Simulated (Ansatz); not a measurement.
Born–Oppenheimer molecular dynamics of C₄H₆S (11 atoms, charge 0, multiplicity 1). It starts from a relaxed structure.

The calculation used Ansatz, RKS PBE0-D4/STO-3G.

| Item | Value |
| --- | --- |
| ensemble | NVE (velocity Verlet) |
| time step | 1 fs |
| steps asked | 110 |
| starting velocities drawn for | 300 K |
| seed | 981593 |

First frame:

```xyz
11
Properties=species:S:1:pos:R:3
C -1.326 1.294 0.889
C -0.530 0.246 0.641
C 0.303 0.103 -0.594
C 1.113 -1.205 -0.619
S 0.352 1.202 -1.785
H -1.394 2.115 0.165
H -1.925 1.375 1.801
H -0.465 -0.573 1.369
H 1.762 -1.273 0.267
H 0.438 -2.074 -0.597
H 1.736 -1.267 -1.520
```

Task: How far do the bonds stretch over the last three quarters of this one trajectory? (Pairs bonded in most of those frames.)

Result: 
| bond | mean (Å) | spread (Å) | shortest | longest |
| --- | --- | --- | --- | --- |
| C1–C2 | 1.342 | 0.016 | 1.32 | 1.37 |
| C1–H6 | 1.099 | 0.026 | 1.05 | 1.14 |
| C1–H7 | 1.096 | 0.024 | 1.05 | 1.14 |
| C2–C3 | 1.500 | 0.022 | 1.46 | 1.54 |
| C2–H8 | 1.102 | 0.041 | 1.04 | 1.16 |
| C3–C4 | 1.539 | 0.014 | 1.51 | 1.56 |
| C3–S5 | 1.624 | 0.014 | 1.60 | 1.66 |
| C4–H9 | 1.100 | 0.005 | 1.09 | 1.11 |
| C4–H10 | 1.102 | 0.009 | 1.09 | 1.12 |
| C4–H11 | 1.097 | 0.004 | 1.09 | 1.10 |

Mean temperature of the second half: 150 K. The conserved energy stayed within 1.5 meV per atom of its start (net change 0.9 meV per atom), so the integration is sound. The temperature averaged 0.50 of the 300 K drawn at the start: a run that starts near a minimum puts about half its kinetic energy into the potential. A run of 0.11 ps of so small a system gives no equilibrium averages. Limits of this set-up: minimal basis.

Time of the run: 12 min on 1 thread of Intel(R) Xeon(R) Processor @ 2.50GHz (Skylake/Cascade Lake), with other jobs on the host, peak memory 0.11 GiB.
